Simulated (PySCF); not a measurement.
One molecule, a ladder of functionals, a line

Molecule: 3-methyl-1-butene, C5H10.

Atom-mapped SMILES (the numbers label the heavy atoms): `[CH2:1]=[CH:2][CH:3]([CH3:4])[CH3:5]` (H(Xn): hydrogen on atom n). Ha(C1) is cis to C3; Hb(C1) is trans to C3.

GIAO shieldings (ppm, equivalent atoms averaged) in PySCF 2.14.0 with density-fitted response routines on the PBE0-D3(BJ)/def2-SVP geometry, basis pcSseg-1, gas phase, non-relativistic:

```tsv
functional	exact exchange (%)	σ(C3)
BLYP	0	132.6
BP86	0	138.6
PBE	0	138.8
PBE0	25	146.2
mPW1PW91	25	145.5
BHandHLYP	50	147.0
HF	100	158.9
```

(1) Fit each shielding as a line in the percentage of exact exchange.

(2) What does the line predict for B3LYP (20 %), and what does the run give?

Results:

(1) σ(C3) = 137.7 + 0.22 x (rms 2.6 ppm). The functionals also differ in their semilocal parts, which the line can't hold; Hartree–Fock has no correlation at all.

(2) σ(C3): 142.1 predicted, 139.1 computed ppm.
